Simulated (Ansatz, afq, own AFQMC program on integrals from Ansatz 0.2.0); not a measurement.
**Where AFQMC and coupled cluster stand for C₂H₂, singlet**

```tsv
atom	x (Å)	y (Å)	z (Å)
C	0.0000	0.0000	-0.4855
C	0.0000	0.0000	0.4855
H	0.0000	0.0000	-1.5502
H	0.0000	0.0000	1.5502
```

Connectivity, by distances: CH–CH.

Basis cc-pVDZ. Only valence electrons are correlated. Ansatz 0.2.0 and our own AFQMC program on the same integrals; the CISD trial comes from CCSD amplitudes, and released means the phaseless constraint is let go. Free AFQMC starts from the CCSD state and is never constrained. Its projection time is finite, and what remains of the start isn't in its error. Error bars are statistical, one sigma.

Determinant: RHF, the one that the program's search chose, which needn't be the lowest solution. The geometry is a point of a scan.

No full CI on the walks' own integrals is used here; CCSDT(Q) serves as the reference and is uncertain by about the last step of the cluster series.

* T1 diagnostic: 0.0070
* weight of the determinant in the CISD state: 0.910
* size of the correlated space: 10 electrons in 36 orbitals

Reference: CCSDT(Q), correlation energy -6.865 eV. The released energy is read at 2.40 1/Eh (meV from the phaseless value at times in 1/Eh: -13 ± 12 at 0.24, -13 ± 9 at 0.51, -9 ± 7 at 0.99, -21 ± 12 at 1.62, -3 ± 12 at 2.40).

```
         level  E − E(reference) (kJ/mol)  share of correlation (%)
            HF                      662.4                      0.00
           MP2                       74.7                     88.73
          CCSD                       21.0                     96.83
       CCSD(T)                        2.2                     99.66
         CCSDT                        1.1                     99.83
 ph-AFQMC/CISD                  0.4 ± 1.0                     99.94
released AFQMC                  0.1 ± 1.1                     99.99
    free AFQMC                  0.2 ± 1.3                     99.98
```

Free projections are given only where their last times agree within the noise and don't stop above the reference; a slow remainder of the start can still hide under it. A walk keeps the symmetry of its determinant, which the program's search chose and which needn't be the lowest solution, so a lower state of the same spin and another symmetry isn't excluded. Released energies are given only where the last usable release times agree within the noise; a slower fall can still hide under it.
